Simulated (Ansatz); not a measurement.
Basis-set extrapolation for C10H8, SMILES `c1ccc2cccc-2cc1` (PBE0-D4/def2-TZVP geometry, frozen core, Ansatz). Multiplicity 1, RHF reference.

|  | def2-TZVPP | def2-QZVPP |
| --- | --- | --- |
| HF | -383.417962 | -383.433684 |
| MP2 correlation | -1.577550 | -1.676009 |
| CCSD(T) correlation | -1.689447 | not run |

Energies in hartree. Use E(X) = E(∞) + A·exp(−7.88·√X) for Hartree–Fock and E(X) = E(∞) + B·X^(−2.97) for correlation, with X = 3 and 4, and add CCSD(T) minus MP2 of the smaller set to the MP2 limit.

Problem. What is the CCSD(T) energy at the basis-set limit?

Solution. HF limit: -383.433684 + (-0.015722) × 0.13774 = -383.43585. MP2 limit: -1.676009 + (-0.098459) × 0.74074 = -1.74894. Higher-order term: -1.689447 − (-1.577550) = -0.11190. Total: -385.29669 hartree, 5.15 eV below CCSD(T)/def2-TZVPP.
